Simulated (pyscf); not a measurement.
PySCF, gas phase, ωB97X-D3(BJ)/def2-SVP geometries.

### Question
How much does it cost (ΔH, 298 K, ωB97M-D3(BJ)/def2-TZVP) to split HO–TiH(OH)–OH at its H–Ti bond into [HO–Ti(OH)–OH]• + H•?

### Answer
H–Ti to [HO–Ti(OH)–OH]• + H•: 233.8 kJ/mol. The 7 functionals that were run give +202.5 (M06-2X) to +255.1 kJ/mol (PBE). The radicals are drawn with the spin at the cut bond; how far it spreads was not checked. Other isomers of [HO–Ti(OH)–OH]• were not searched in full and may lie lower. Open-shell species with a d-block atom are single-reference here; other states, and whether the spin sits on metal or ligand, were not checked.
